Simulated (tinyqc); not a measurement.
Worked calculation: UKS/B3LYP (VWN-RPA form) in the sto-3g basis, for CH2, spin multiplicity 3. One step of it, computed by the program tinyqc.

Task: Orthogonalisation. S = U s U^T; symmetric (Loewdin) form X = U s^(-1/2) U^T, so that X^T S X = 1.

overlap S, lower triangle:
```
           1C 1s     1C 2s    1C 2px     1C 2py    1C 2pz     2H 1s     3H 1s
1C 1s   1.000000
1C 2s   0.248362  1.000000
1C 2px  0.000000  0.000000  1.000000
1C 2py  0.000000  0.000000  0.000000   1.000000
1C 2pz  0.000000  0.000000  0.000000   0.000000  1.000000
2H 1s   0.022997  0.274001  0.000000   0.241287  0.181805  1.000000
3H 1s   0.024719  0.287456  0.000000  -0.250901  0.188963  0.057864  1.000000
```

Give: eigenvalues of S; X.

Result:

eigenvalues of S: 0.5128  0.6225  0.8673  1.0000  1.1172  1.3200  1.5603

X, lower triangle:
```
          1C 1s    1C 2s  1C 2px   1C 2py   1C 2pz    2H 1s   3H 1s
1C 1s    1.0255
1C 2s   -0.1384   1.0957
1C 2px   0.0000   0.0000  1.0000
1C 2py   0.0003  -0.0031  0.0000   1.0528
1C 2pz  -0.0058   0.0458  0.0000  -0.0018   1.0294
2H 1s    0.0170  -0.1558  0.0000  -0.1367  -0.1008   1.0720
3H 1s    0.0177  -0.1654  0.0000   0.1437  -0.1061  -0.0100  1.0795
```
